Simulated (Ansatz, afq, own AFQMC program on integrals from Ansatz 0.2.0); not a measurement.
**Where AFQMC and coupled cluster stand for SiH5, doublet**

```xyz
6

Si   -0.0770    0.0000    0.0000
H    -0.5719    1.3997    0.0000
H    -0.5719   -0.6999    1.2122
H    -0.5719   -0.6999   -1.2122
H     1.4076    0.0000    0.0000
H     2.4530    0.0000    0.0000
```

Basis cc-pVTZ. Only valence electrons are correlated. Integrals, coupled cluster, full CI and functionals: Ansatz 0.2.0; the random walks run on the same integrals in our own AFQMC program. The CISD trial takes its coefficients from CCSD amplitudes. Released means that phaseless walkers are propagated on without the constraint, phases kept. ± is one standard error of the sampling.

Determinant: UHF, the one that the program's search chose, which needn't be the lowest solution. The geometry is a point of a scan.

No full CI on the walks' own integrals is used here; CCSDT(Q) serves as the reference and is uncertain by about the last step of the cluster series.

Cautions: the released energies are still falling, so no released level is given (meV from the phaseless value at times in 1/Eh: -1.8 ± 2.2 at 0.24, -2.7 ± 2.5 at 0.51, 1.3 ± 2.4 at 0.99, -3 ± 3 at 1.62, -9 ± 4 at 2.40), though the last usable value meets CCSDT(Q) within the noise.

```
T1 diagnostic                               : 0.0156
weight of the determinant in the CISD state : 0.904
⟨S²⟩ of the determinant                     : 0.766
size of the correlated space                : 9 electrons in 99 orbitals
```

```json
{"level": "MP2", "correlation energy (eV)": "-4.1893"}
{"level": "CCSD", "correlation energy (eV)": "-5.0879"}
{"level": "CCSD(T)", "correlation energy (eV)": "-5.2125"}
```

(1) Estimate where phaseless AFQMC with a CISD trial lies against CCSD(T) on the same integrals.

(1) 0.91 ± 0.10 mEh below CCSD(T).

Reference: CCSDT(Q), correlation energy -5.241 eV.

```json
{"level": "CCSD(T)", "E − E(reference) (mEh)": "1.04", "share of correlation (%)": "99.46"}
{"level": "CCSDT", "E − E(reference) (mEh)": "0.13", "share of correlation (%)": "99.93"}
{"level": "ph-AFQMC/CISD", "E − E(reference) (mEh)": "0.12 ± 0.10", "share of correlation (%)": "99.94"}
```

A walk keeps the symmetry of its determinant, which the program's search chose and which needn't be the lowest solution, so a lower state of the same spin and another symmetry isn't excluded.
